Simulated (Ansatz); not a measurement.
# CH₅N₂ (charge +1): state-averaged CASSCF

Program: Ansatz, Gaussian basis, development build. State-averaged CASSCF with equal weights; occupations are averaged over the states; levels count from the state that is lowest in CASSCF. CASSCF levels without dynamic correlation can be off by over 1 eV. Solutions may break the symmetry of the shape. Lower solutions, or ones in other orbitals, may exist.

Geometry:

```xyz
8

N     0.0000   -1.1645   -0.1758
C     0.0000    0.0000    0.4307
N     0.0000    1.1645   -0.1758
H     0.0000   -1.2633   -1.1875
H     0.0000    0.0000    1.5163
H     0.0000    1.2633   -1.1875
H     0.0000   -2.0211    0.3679
H     0.0000    2.0211    0.3679
```

Basis cc-pVTZ, nonrelativistic, 3 orbitals frozen in the corrections; active space CAS(4,3). Averaged: 3 singlets.

(1) Give the levels in order.

Same geometry.

Basis cc-pVTZ, nonrelativistic, 3 orbitals frozen in the corrections; active space CAS(4,3). Averaged: 1 singlet, 1 triplet.

(2) Give the levels in order, with their spins.

Answers

(1) 

| state | CASSCF (eV) |
| --- | --- |
| singlet | 0.000 |
| singlet | 8.115 |
| singlet | 11.534 |

Occupations: 1.72, 1.50, 0.78.

(2) 

| state | CASSCF (eV) |
| --- | --- |
| singlet | 0.000 |
| triplet | 5.635 |

Occupations: 1.99, 1.49, 0.52.
